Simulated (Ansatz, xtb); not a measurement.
Species: thiophene, C4H4S, charge 0, multiplicity 1. 
Structure (B3LYP-D3(BJ)/def2-TZVP (Ansatz, an electronic-structure program) minimum search):
SMILES: c1ccsc1
```xyz
9

S     -0.0075     0.0093     1.1889
C     -0.0031     1.2348    -0.0155
C      0.0032    -1.2349     0.0038
C      0.0061     0.7012    -1.2720
C      0.0098    -0.7210    -1.2609
H     -0.0076     2.2744     0.2670
H      0.0041    -2.2700     0.3026
H      0.0102     1.2987    -2.1721
H      0.0169    -1.3325    -2.1515
```

Harmonic wavenumbers from GFN2-xTB (xtb, at its own minimum), cm⁻¹: 404, 531, 589, 740, 747, 750, 830, 836, 852, 865, 1068, 1082, 1084, 1200, 1346, 1445, 1546, 3125, 3134, 3165, 3166.

**Question.** Give the harmonic wavenumbers at B3LYP-D3(BJ)/def2-TZVP (Ansatz, finite differences of forces, unscaled).

**Answer.** 465, 582, 617, 691, 725, 756, 844, 881, 882, 919, 1057, 1106, 1106, 1283, 1395, 1439, 1549, 3204, 3218, 3251, 3253 cm⁻¹. Zero-point energy 41.8 kcal/mol.

**Question.** From these and the geometry, give the ideal-gas thermochemistry at 298.15 K and 1 atm (rigid rotor, harmonic oscillator).

**Answer.** Point group C2v, rotational symmetry number 2. Rotational constants 8.063, 5.419, 3.241 GHz. S(trans) 39.20, S(rot) 23.85, S(vib) 3.37, S(elec, spin only) 0.00, S 66.4 cal/(mol K). H(298) - H(0) 3.14 kcal/mol; G - E(el) 25.1 kcal/mol. Tabulated S at 1 bar: 66.6 cal/(mol K) (CRC Handbook, as tabulated in the package chemicals); it can hold hindered rotation or other conformers, which this model lacks.
